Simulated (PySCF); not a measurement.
Problem. Write Cartesian coordinates for AlH2(SMe) (`C[S][AlH2]`) as optimised with PBE0-D3(BJ)/def2-SVP.

Solution. 
```xyz
8
CH5AlS angstrom
Al     0.5196    1.3367   -1.0135
H      1.7505    1.3637   -0.0104
H      0.3203    2.3249   -2.2346
S     -1.0241   -0.1731   -0.7281
C     -0.4644   -1.0651    0.7685
H      0.5908   -1.3605    0.6980
H     -1.0791   -1.9712    0.8504
H     -0.6136   -0.4555    1.6696
```

Any rigid rotation of these coordinates is as good. Atoms count from 1 in this order. Al1 (aluminium bonded to S and 2 H) is planar (angles 125.0°, 118.6° and 116.4°, sum 360.0°, 0.00 Å off the plane of its three neighbours).

Bonds between heavy atoms (Å): Al1–S4 2.178, S4–C5 1.830.

Method: PBE0-D3(BJ)/def2-SVP geometry optimisation, gas phase (PySCF).

Point group: near Cs, missed by 0.33 Å at most; the miss may be what the optimiser left on a soft mode. No frequency check. One conformer, not necessarily the lowest (H–Al1–S4–C5 2° and -179°).
